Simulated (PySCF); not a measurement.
S2, neutral, multiplicity 3. Atoms are numbered in the order given.

```xyz
2

S      0.0000     0.0000    -0.9427
S      0.0000     0.0000     0.9427
```
Charge 0, spin multiplicity 3.

Coordinates come from a PBE0-D3(BJ)/def2-TZVPD optimisation.

Computed with CAM-B3LYP/def2-TZVPD run with PySCF.

Gas-phase values at a fixed geometry.

Problem. Estimate the frontier levels, dipole moment and polarisability. (An estimate is asked for; the answer gives what the named calculation found.)

Solution. 
| Item | Result |
|---|---|
| α spin, highest occupied and lowest empty level | -8.39 and 0.39 eV |
| β spin, highest occupied and lowest empty level | -10.61 and -2.50 eV |
| dipole moment | 0.00 D |
| mean static polarisability | 40.9 bohr³ (6.06 Å³) |
| polarisability, principal values | 31.7, 31.7, 59.2 bohr³ |
| ⟨S²⟩ | 2.014 (pure state 2.00) |
